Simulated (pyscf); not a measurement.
Structures and frequencies: ωB97X-D3(BJ)/def2-SVP in PySCF.

**Question.** For the elementary gas-phase step `[OH][Si]([OH])([F])[O][SiH3]` + `[FH]` → `[OH][Si]([OH])([F])[F]` + `[OH][SiH3]` (singlet surface; O–Si, F–H broken, F–Si, H–O formed), what barrier and reaction energy does ωB97M-D3(BJ)/def2-TZVP give, measured from the separated reactants?

**Answer.** ΔE‡ = 15.3 kcal/mol, ΔE = -5.3 kcal/mol. Zero-point energy shifts the barrier by +1.2 kcal/mol. It is a four-centre exchange, with an imaginary mode of 756i cm⁻¹. On the reactant side the descent ends in a complex, 8.0 kcal/mol under the separated species and 23.7 kcal/mol under the saddle at ωB97X-D3(BJ)/def2-TZVP. On the product side the descent ends in an adduct with a O–Si contact (not fully relaxed), 0.9 kcal/mol under the separated species and 20.0 kcal/mol under the saddle at ωB97X-D3(BJ)/def2-TZVP. What is counted as broken (O–Si) persists as a longer contact in the product adduct; parting that adduct is a step of its own. This is the saddle that the search found; another between the same sides may lie lower.
